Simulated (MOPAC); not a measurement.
MOPAC input (PM3):

```
PM3 PRECISE GNORM=0.05 LET XYZ UHF MS=0.5 GEO-OK AUX(PRECISION=9) THREADS=1
C4H5

C     0.86960503 1    1.66518517 1   -0.12267063 1
C     0.10658209 1    0.63012540 1    0.03870510 1
C    -0.68708286 1   -0.44387260 1    0.20689303 1
C    -0.34283198 1   -1.75679535 1   -0.09043260 1
H     1.53637185 1    2.01545253 1    0.66246752 1
H     0.88059896 1    2.23165153 1   -1.05148823 1
H    -1.67916485 1   -0.25344235 1    0.61049230 1
H     0.62962337 1   -2.00162375 1   -0.49338437 1
H    -1.04506298 1   -2.55989368 1    0.07694336 1
```

From the last part of the output:

```
                                                       MOPAC v23.2.5 Linux

          FINAL HEAT OF FORMATION =         62.24562 KCAL/MOL =     260.43568 KJ/MOL

          COSMO AREA              =        105.69 SQUARE ANGSTROMS
          COSMO VOLUME            =         87.19 CUBIC ANGSTROMS

          GRADIENT NORM           =          0.04665          =       0.01555 PER ATOM
          IONIZATION POTENTIAL    =          8.878990 EV
          ALPHA SOMO LUMO (EV)    =         -8.879  1.168
          BETA  SOMO LUMO (EV)    =        -10.528  0.143
          NO. OF ALPHA ELECTRONS  =         11
          NO. OF BETA  ELECTRONS  =         10
          MOLECULAR WEIGHT        =         53.0835         POINT GROUP:  Cs

          MOLECULAR DIMENSIONS (Angstroms)

            Atom       Atom       Distance
            H     9    H     5     5.27204
            H     7    H     8     3.09632
            H     9    H     6     1.80832

          SCF CALCULATIONS        =         26

   ATOM   CHEMICAL          X               Y               Z
  NUMBER   SYMBOL      (ANGSTROMS)     (ANGSTROMS)     (ANGSTROMS)

     1       C          0.87585469  *   1.64847470  *  -0.12716843  *
     2       C          0.09953206  *   0.62347923  *   0.04065402  *
     3       C         -0.71553548  *  -0.44141255  *   0.21808031  *
     4       C         -0.33080711  *  -1.73377038  *  -0.09213494  *
     5       H          1.55053608  *   2.00177135  *   0.64949272  *
     6       H          0.89849095  *   2.21659883  *  -1.05454797  *
     7       H         -1.71611871  *  -0.24623022  *   0.62549109  *
     8       H          0.64672675  *  -1.97208298  *  -0.49619714  *
     9       H         -0.99779586  *  -2.57526004  *   0.05684801  *

                             CARTESIAN COORDINATES

   1    C        0.875854691     1.648474702    -0.127168429
   2    C        0.099532058     0.623479227     0.040654019
   3    C       -0.715535484    -0.441412550     0.218080313
   4    C       -0.330807106    -1.733770377    -0.092134936
   5    H        1.550536077     2.001771353     0.649492719
   6    H        0.898490946     2.216598828    -1.054547967
   7    H       -1.716118710    -0.246230221     0.625491094
   8    H        0.646726751    -1.972082984    -0.496197139
   9    H       -0.997795860    -2.575260041     0.056848012

           Empirical Formula: C4 H5  =     9 atoms

      MOLECULAR POINT GROUP   :   Cs

          ALPHA EIGENVALUES
 -35.23688 -29.75718 -23.04000 -18.15417 -16.58417 -15.62651 -15.33868 -13.03481
 -11.59003 -10.62963  -8.87899   1.16764   1.40766   2.76052   3.46670   4.04701
   4.08107   4.82868   4.95951   5.48946   6.35803

           BETA EIGENVALUES
 -34.82100 -29.55521 -22.50307 -17.84377 -16.41179 -15.41822 -14.92442 -12.78500
 -10.90597 -10.52795   0.14344   1.42165   2.22101   3.01912   3.68823   4.18798
   4.29432   4.96417   5.22682   5.62965   6.60576

              NET ATOMIC CHARGES AND DIPOLE CONTRIBUTIONS

  ATOM NO.   TYPE          CHARGE      No. of ELECS.   s-Pop       p-Pop
    1          C          -0.082695        4.0827     1.14697     2.93572
    2          C          -0.203079        4.2031     1.23287     2.97021
    3          C          -0.019901        4.0199     1.14015     2.87975
    4          C          -0.155632        4.1556     1.19368     2.96196
    5          H           0.094669        0.9053     0.90533
    6          H           0.094665        0.9053     0.90533
    7          H           0.105716        0.8943     0.89428
    8          H           0.085098        0.9149     0.91490
    9          H           0.081158        0.9188     0.91884
 DIPOLE           X         Y         Z       TOTAL
 POINT-CHG.    -0.012     0.058     0.012     0.061
 HYBRID         0.033     0.050    -0.006     0.060
 SUM            0.021     0.108     0.005     0.110

          ATOMIC ORBITAL ELECTRON POPULATIONS

     Atom    s        px        py        pz
    1  C   1.14697   0.97981   0.95394   1.00197
    2  C   1.23287   0.98476   0.97640   1.00905
    3  C   1.14015   0.96285   0.90819   1.00872
    4  C   1.19368   1.00626   0.94950   1.00620
    5  H   0.90533
    6  H   0.90533
    7  H   0.89428
    8  H   0.91490
    9  H   0.91884

                    (SZ)    =    0.500000
                    (S**2)  =    1.048358

          ATOMIC ORBITAL SPIN POPULATIONS

    Atom   Total    s     px     py     pz
         Atomic
    1  C -0.4850 -0.037 -0.198 -0.157 -0.094
    2  C  1.0706  0.076  0.258  0.153  0.583
    3  C -0.5816 -0.045 -0.105 -0.076 -0.356
    4  C  0.9024  0.059  0.147  0.078  0.618
    5  H  0.0833  0.083
    6  H  0.0833  0.083
    7  H  0.0505  0.051
    8  H -0.0615 -0.061
    9  H -0.0620 -0.062

 **********************
 *                    *
 * JOB ENDED NORMALLY *
 *                    *
 **********************

 == MOPAC DONE ==
```

The determinant is spin-contaminated: <S^2> is 1.05 against 0.75 for a pure state.
